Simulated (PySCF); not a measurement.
```xyz
4
charge 0 multiplicity 1, angstrom
S    -0.5896    0.0000   -0.8267
S     0.5896    0.0000    0.8267
S     2.4402    0.0000    0.3402
S    -2.4402    0.0000   -0.3402
```

Computed with PBE0 in PySCF with S def2-TZVP; no relativity; density-fitted integrals.

This geometry of S₄ is a stationary point at this level.

Question: What is the point group?

Answer: C2h.

Question: Is it a minimum?

Answer: Yes: all harmonic wavenumbers are real.

Question: List the harmonic modes with their infrared intensities.

Answer: 
| symmetry | ω (cm⁻¹) | IR (km/mol) |
| --- | --- | --- |
| au | 97 | 1.0 |
| bu | 128 | 3.6 |
| ag | 241 | 0.0 |
| ag | 519 | 0.0 |
| bu | 671 | 206 |
| ag | 684 | 0.0 |

Question: What are the dipole moment and the gap between the highest occupied and lowest empty levels?

Answer: 0.00 D and 2.26 eV.

In C2h the vibrations span au + 2bu + 3ag. The ag modes carry no infrared intensity, as symmetry demands. With a centre of inversion only u modes can be infrared active and only g modes Raman active.

Other isomers or separated fragments may lie lower.
